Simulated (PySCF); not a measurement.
Atoms are numbered as in `[CH3:1][CH2:2][Cl:3]`; H(Xn) means a hydrogen on atom n.

GIAO shifts from PySCF 2.14.0 with density-fitted response routines on PBE0-D3(BJ)/def2-TZVP geometries (one conformer, non-relativistic, equivalent nuclei averaged), against TMS at the same level and in the same medium; PCM means IEF-PCM chloroform.

Measured (solution, not stated per compound (mostly CDCl3 or CCl4); Pretsch, Buehlmann, Badertscher, Structure Determination of Organic Compounds, 4th ed. (2009)): C2 39.9, C1 18.9, H(C2) 3.47, H(C1) 1.33 ppm.

**Question.** Which unscaled values do B97-2/pcSseg-2, gas; WP04/pcSseg-2, PCM; wB97X-D/pcSseg-2, PCM give, and how close are they?

**Answer.** 
```
atoms  measured  B97-2/pcSseg-2, gas  WP04/pcSseg-2, PCM  wB97X-D/pcSseg-2, PCM
   C2      39.9                 47.1                53.2                   47.7
   C1      18.9                 21.6                23.1                   21.9
H(C2)      3.47                 3.57                3.68                   3.66
H(C1)      1.33                 1.39                1.44                   1.42
```

Mean absolute error for ¹³C: B97-2/pcSseg-2, gas 5.0, WP04/pcSseg-2, PCM 8.8, wB97X-D/pcSseg-2, PCM 5.4 ppm.

Mean absolute error for ¹H: B97-2/pcSseg-2, gas 0.08, WP04/pcSseg-2, PCM 0.16, wB97X-D/pcSseg-2, PCM 0.14 ppm.

Carbons that carry Cl, above all several Cl atoms, come out too deshielded, partly because spin–orbit coupling is missing.
